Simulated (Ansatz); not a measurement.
Antifluorite Mg2Sn was calculated with LC-ωPBE (plane waves, PAW; Ansatz, a quantum-chemistry and plane-wave program).

Numerical settings: plane-wave cutoff 460 eV, 6×6×6 k mesh, Fermi–Dirac smearing 0.01 eV, scalar-relativistic PAW data made under PBE.

Properties against volume:

```json
[
 {"V (Å³/atom)": "23.592", "P (GPa)": "3.05", "direct gap at Γ (eV)": "6.582", "smallest gap on the k mesh (eV)": "3.843"},
 {"V (Å³/atom)": "24.213", "P (GPa)": "1.44", "direct gap at Γ (eV)": "6.479", "smallest gap on the k mesh (eV)": "3.854"},
 {"V (Å³/atom)": "24.610", "P (GPa)": "0.50", "direct gap at Γ (eV)": "6.358", "smallest gap on the k mesh (eV)": "3.860"},
 {"V (Å³/atom)": "25.710", "P (GPa)": "-1.74", "direct gap at Γ (eV)": "6.032", "smallest gap on the k mesh (eV)": "3.783"},
 {"V (Å³/atom)": "26.076", "P (GPa)": "-2.39", "direct gap at Γ (eV)": "5.926", "smallest gap on the k mesh (eV)": "3.740"}
]
```

The fundamental gap (3.86 eV at the equilibrium volume, on the SCF mesh) lies elsewhere than Γ–Γ.

Measured, for comparison: band gap 0.36 eV (temperature not stated, not corrected to a static lattice, indirect, Γ–X; as tabulated in Ryu et al. (2019), arXiv:1905.06140).

Spin–orbit coupling is not included.
